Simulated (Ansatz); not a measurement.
# AlClO+ (doublet): the correlation ladder, def2-QZVPP

One table from this session's results is given with a row withheld; the runs are named, their logs left out.

Computed with Ansatz 0.2.0, Gaussian basis. Level: def2-QZVPP, core rule «outside noble gas», up to 11 orbitals frozen.

To be run: UHF; ROHF; CCSD(T) on UHF.

2 further runs of the same task are left out: 2 set aside as unsound or not needed.

### The system

The geometry is a PBE0/def2-TZVP stationary point (not a proven minimum) of the parent state, kept for this charge and spin.

3 atoms, charge 1, spin multiplicity 2.

Atoms are counted from 1 here; the program's logs count them from 0.

Bond lengths: Al1–O2 1.699 Å, O2–Cl3 1.640 Å. Angles: Al1–O2–Cl3 180.0°.

Set-up of the first run:

Contents of in.yaml:

```yaml
crystal:
  periodic: [false, false, false]
  atoms:
    - {symbol: Al, position_ang: [0.000000, 0.000000, 1.679233]}
    - {symbol: O, position_ang: [0.000000, 0.000000, -0.019667]}
    - {symbol: Cl, position_ang: [0.000000, 0.000000, -1.659567]}
basis:
  gaussian: {orbitals: "def2-QZVPP.json"}
total_charge: 1
magnetization: {spin_polarized: true, initial_magnetization: 1}
hamiltonian: {xc: hf}
output: {orbitals: {seedname: orbitals}}
```

Command:

```bash
$ ansatz run in.yaml --threads 1 --pin off --events-out ev --progress --plain --max-ram 2393MiB
```

Among the steps run: UHF; ROHF; CCSD(T) on UHF.

One table of the session follows, with a row left open; its other results are not shown here.

```
  method  from UCCSD(T) (kcal/mol)
    ROHF                   +330.55
     UHF                   +330.19
    UMP2                         ?
   UCCSD                    +14.92
UCCSD(T)                         0
```

Q: Estimate the row for UMP2 from the others.

**Answer.** from UCCSD(T) (kcal/mol): +22.81. In the column «from UCCSD(T) (kcal/mol)» it lies between UCCSD (+14.92) and UHF (+330.19).
